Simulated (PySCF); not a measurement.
Compound: C₄H₄FN.
Numbering: `[H]/[N:1]=[CH:2]\[C:3]#[C:4][CH2:5][F:6]` (hydrogens: H7 on N1; H8 on C2; H9, H10 on C5)

The same species was optimised twice, with GFN2-xTB and with PBE0-D3(BJ)/def2-SVP (PySCF), and the same property calculations (PySCF, gas phase) were run on both structures.

| coordinate | GFN2-xTB | PBE0-D3(BJ)/def2-SVP | change |
| --- | --- | --- | --- |
| N1=C2 (Å) | 1.259 | 1.273 | +0.014 |
| C2–C3 (Å) | 1.420 | 1.434 | +0.014 |
| C4–C5 (Å) | 1.446 | 1.456 | +0.010 |
| C3≡C4 (Å) | 1.205 | 1.215 | +0.010 |
| C5–F6 (Å) | 1.376 | 1.367 | -0.009 |
| C2–C3–C4 (°) | 173.9 | 179.9 | +6.0 |
| C3–C4–C5 (°) | 175.4 | 179.6 | +4.2 |
| C4–C5–F6 (°) | 111.6 | 112.1 | +0.5 |
| N1–C2–C3 (°) | 126.9 | 126.5 | -0.4 |

Rotational constants: A = 21987, B = 1303, C = 1240 MHz (GFN2-xTB) against A = 22796, B = 1267, C = 1209 MHz (PBE0-D3(BJ)/def2-SVP).

On the GFN2-xTB structure: lowest singlet, TDDFT (eV) 4.74 [wB97X-D/def2-SVPD]; lowest triplet, Tamm–Dancoff (eV) 3.96 [wB97X-D/def2-SVPD]; isotropic polarisability (au) 58.2 [wB97X-D/def2-SVPD]; HOMO (eV) -9.98 [wB97X-D/def2-SVPD]; LUMO (eV) 0.19 [wB97X-D/def2-SVPD]; dipole (D) 2.20 [wB97X-D/def2-SVPD]; HOMO (eV) -8.03 [PBE0/pcSseg-1]; LUMO (eV) -1.49 [PBE0/pcSseg-1]; dipole (D) 2.32 [PBE0/pcSseg-1]; GIAO shielding of N1 (ppm) -124.9 [PBE0/pcSseg-1]; GIAO shielding of C2 (ppm) 32.0 [PBE0/pcSseg-1]; GIAO shielding of C3 (ppm) 92.1 [PBE0/pcSseg-1]; GIAO shielding of C4 (ppm) 91.7 [PBE0/pcSseg-1]; GIAO shielding of C5 (ppm) 113.7 [PBE0/pcSseg-1]; GIAO shielding of F6 (ppm) 417.5 [PBE0/pcSseg-1].

**Question.** What do these properties become on the PBE0-D3(BJ)/def2-SVP structure?

**Answer.** 
| property | level | on GFN2-xTB | on PBE0-D3(BJ)/def2-SVP | change |
| --- | --- | --- | --- | --- |
| lowest singlet, TDDFT (eV) | wB97X-D/def2-SVPD | 4.74 | 4.89 | +0.15 |
| lowest triplet, Tamm–Dancoff (eV) | wB97X-D/def2-SVPD | 3.96 | 3.88 | -0.08 |
| isotropic polarisability (au) | wB97X-D/def2-SVPD | 58.2 | 59.0 | +0.8 |
| HOMO (eV) | wB97X-D/def2-SVPD | -9.98 | -9.94 | +0.04 |
| LUMO (eV) | wB97X-D/def2-SVPD | 0.19 | 0.13 | -0.06 |
| dipole (D) | wB97X-D/def2-SVPD | 2.20 | 2.24 | +0.04 |
| energy, GFN2-xTB geometry as zero (kcal/mol) | wB97X-D/def2-SVPD | 0.0 | -1.1 | -1.1 |
| HOMO (eV) | PBE0/pcSseg-1 | -8.03 | -8.09 | -0.06 |
| LUMO (eV) | PBE0/pcSseg-1 | -1.49 | -1.55 | -0.06 |
| dipole (D) | PBE0/pcSseg-1 | 2.32 | 2.34 | +0.02 |
| energy, GFN2-xTB geometry as zero (kcal/mol) | PBE0/pcSseg-1 | 0.0 | -0.9 | -0.9 |
| GIAO shielding of N1 (ppm) | PBE0/pcSseg-1 | -124.9 | -122.9 | +2.0 |
| GIAO shielding of C2 (ppm) | PBE0/pcSseg-1 | 32.0 | 26.4 | -5.6 |
| GIAO shielding of C3 (ppm) | PBE0/pcSseg-1 | 92.1 | 92.3 | +0.2 |
| GIAO shielding of C4 (ppm) | PBE0/pcSseg-1 | 91.7 | 90.8 | -0.9 |
| GIAO shielding of C5 (ppm) | PBE0/pcSseg-1 | 113.7 | 113.7 | 0.0 |
| GIAO shielding of F6 (ppm) | PBE0/pcSseg-1 | 417.5 | 422.5 | +5.0 |

The heavy atoms differ by 0.043 Å rms after alignment. Among bonds between heavy atoms N1=C2 and C2–C3 change most and about equally (+0.014 Å). Changes are differences of the printed values. Neither structure is proved a minimum here.

Note: wB97X-D ran without an empirical dispersion term, which enters the total energy and its gradient alone.
